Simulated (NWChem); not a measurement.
System: carbon disulfide (CS₂); SMILES S=C=S

Here is an NWChem input.

```
start job
memory heap 200 mb stack 900 mb global 1100 mb
geometry units angstroms noautoz
  S     -1.554913     0.057087     0.017167
  C      0.000010     0.000207     0.000000
  S      1.554924    -0.056959    -0.017167
end
basis spherical
  * library 6-311++g**
end
dft
  xc pbe0
  iterations 150
  mulliken
end
task dft gradient
```

Excerpt of the output:

```
             Northwest Computational Chemistry Package (NWChem) 7.3.0
             --------------------------------------------------------

 ORDER OF PRIMARY AXIS IS BEING SET TO 4
 D4H symmetry detected

                             Geometry "geometry" -> ""
                             -------------------------

 Output coordinates in angstroms (scale by  1.889725989 to convert to a.u.)

  No.       Tag          Charge          X              Y              Z
 ---- ---------------- ---------- -------------- -------------- --------------
    1 S                   16.0000     0.00000000     0.00000000    -1.55605844
    2 C                    6.0000     0.00000000     0.00000000     0.00000000
    3 S                   16.0000     0.00000000     0.00000000     1.55605844

 Effective nuclear repulsion energy (a.u.)     108.8241387850

      Symmetry information
      --------------------

 Group name             D4h
 Group number             28
 Group order              16
 No. of unique centers     2

                                 NWChem DFT Module
                                 -----------------

 Summary of "ao basis" -> "ao basis" (spherical)
 ------------------------------------------------------------------------------
       Tag                 Description            Shells   Functions and Types
 ---------------- ------------------------------  ------  ---------------------
 S                         6-311++g**               14       30   7s6p1d
 C                         6-311++g**               10       22   5s4p1d

      Symmetry analysis of basis
      --------------------------

        a1g        20
        a1u         0
        a2g         0
        a2u        18
        b1g         2
        b1u         1
        b2g         2
        b2u         1
        eg         16
        eu         22

            General Information
            -------------------
          SCF calculation type: DFT
          Wavefunction type:  closed shell.
          No. of atoms     :     3
          No. of electrons :    38
           Alpha electrons :    19
            Beta electrons :    19
          Charge           :     0
          Spin multiplicity:     1
          Use of symmetry is: on ; symmetry adaption is: on
          Maximum number of iterations: 150
          AO basis - number of functions:    82
                     number of shells:    38
          Convergence on energy requested:  1.00D-06
          Convergence on density requested:  1.00D-05
          Convergence on gradient requested:  5.00D-04

              XC Information
              --------------
                         PBE0 Method XC Functional
                     Hartree-Fock (Exact) Exchange  0.250
          PerdewBurkeErnzerhof Exchange Functional  0.750
            Perdew 1991 LDA Correlation Functional  1.000 local
           PerdewBurkeErnz. Correlation Functional  1.000 non-local

             Grid Information
             ----------------
          Grid used for XC integration:  medium
          Radial quadrature: Mura-Knowles
          Angular quadrature: Lebedev.
          Tag              B.-S. Rad. Rad. Pts. Rad. Cut. Ang. Pts.
          ---              ---------- --------- --------- ---------
          S                   1.00       88          13.0       590
          C                   0.70       49          11.0       434
          Grid pruning is: on
          Number of quadrature shells:   137
          Spatial weights used:  Erf1

      Superposition of Atomic Density Guess
      -------------------------------------

 Sum of atomic energies:        -832.62961989

      Non-variational initial energy
      ------------------------------

 Total energy =    -833.566965
 1-e energy   =   -1365.647563
 2-e energy   =     423.256460
 HOMO         =      -0.310494
 LUMO         =      -0.017769

      Symmetry analysis of molecular orbitals - initial
      -------------------------------------------------

 !! scf_movecs_sym_adapt:    6 vectors were symmetry contaminated

  Symmetry fudging

 !! scf_movecs_sym_adapt:    4 vectors were symmetry contaminated

  Numbering of irreducible representations:

     1 a1g         2 a1u         3 a2g         4 a2u         5 b1g
     6 b1u         7 b2g         8 b2u         9 eg         10 eu

  Orbital symmetries:

     1 a2u         2 a1g         3 a1g         4 a2u         5 a1g
     6 a1g         7 a2u         8 eu          9 eu         10 eg
    11 eg         12 a1g        13 a2u        14 a1g        15 a2u
    16 eu         17 eu         18 eg         19 eg         20 eu
    21 eu         22 a1g        23 a2u        24 a1g        25 eu
    26 eu         27 eg         28 eg         29 a2u

     ---------------------------------------------
      Total Density - Mulliken Population Analysis
     ---------------------------------------------

    Atom       Charge   Shell Charges
 -----------   ------   -------------------------------------------------------
    1 S   16    16.48   0.78  1.19  0.95  1.04  1.10  0.89  1.85  4.06  0.99  2.60  0.78  0.32 -0.09  0.04
    2 C    6     5.04   1.10  0.89  0.41  0.82  1.15  0.56  0.73 -0.27 -0.42  0.07
    3 S   16    16.48   0.78  1.19  0.95  1.04  1.10  0.89  1.85  4.06  0.99  2.60  0.78  0.32 -0.09  0.04

[...]

                         DFT ENERGY GRADIENTS

    atom               coordinates                        gradient
                 x          y          z           x          y          z
   1 S       0.000000   0.000000  -2.940524    0.000000   0.000000  -0.001747
   2 C       0.000000   0.000000   0.000000    0.000000   0.000000   0.000000
   3 S       0.000000   0.000000   2.940524    0.000000   0.000000   0.001747
```

Level: PBE0/6-311++G** (spherical d). Coordinates come from a PBE0/def2-SVP optimisation.
